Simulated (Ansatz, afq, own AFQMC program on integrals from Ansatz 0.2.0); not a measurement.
SiN, quartet in 6-31G, levels against full CI

```yaml
atoms:
  - { symbol: Si, position_ang: [0.0000, 0.0000, 0.0000] }
  - { symbol: N, position_ang: [0.0000, 0.0000, 2.2660] }
```

Basis 6-31G. Only valence electrons are correlated. Ansatz 0.2.0 and our own AFQMC program on the same integrals; the CISD trial comes from CCSD amplitudes, and released means the phaseless constraint is let go. Error bars are statistical, one sigma.

Determinant: ROHF, the one that the program's search chose, which needn't be the lowest solution. The geometry is a point of a scan.

Full CI on the same integrals is exact in this basis and with this determinant's frozen core.

Cautions: lower spins were not checked; a spin-contaminated unrestricted determinant lies lower (UHF 380 meV lower, ⟨S²⟩ 4.12).

```
T1 diagnostic                               : 0.0344
weight of the determinant in the CISD state : 0.880
size of the correlated space                : 9 electrons in 16 orbitals
```

```
  level  correlation energy (eV)
    MP2                  -2.3947
   CCSD                  -3.1372
CCSD(T)                  -3.2125
```

Estimate where phaseless AFQMC with a CISD trial lies against CCSD(T) on the same integrals.

0.65 ± 0.15 mEh below CCSD(T).

Reference: full CI, correlation energy -3.253 eV. The released energy is read at 2.40 1/Eh (meV from the phaseless value at times in 1/Eh: -4 ± 3 at 0.24, -7.9 ± 2.5 at 0.51, -10.1 ± 1.9 at 0.99, -16 ± 3 at 1.62, -14.8 ± 1.9 at 2.40).

| level | E − E(reference) (mEh) | share of correlation (%) |
| --- | --- | --- |
| CCSD(T) | 1.49 | 98.75 |
| CCSDT | 0.41 | 99.65 |
| CCSDT(Q) | 0.06 | 99.95 |
| CCSDTQ | 0.01 | 99.99 |
| ph-AFQMC/HF | 7.23 ± 0.86 | 93.95 |
| ph-AFQMC/CISD | 0.85 ± 0.15 | 99.29 |
| released AFQMC | 0.30 ± 0.07 | 99.75 |

CCSDT and higher add their correlation energy to the determinant of the CCSD(T) run, since their own runs factorise the integrals more tightly (a shift of under 2 meV). A walk keeps the symmetry of its determinant, which the program's search chose and which needn't be the lowest solution, so a lower state of the same spin and another symmetry isn't excluded. Released energies are given only where the last usable release times agree within the noise; a slower fall can still hide under it.
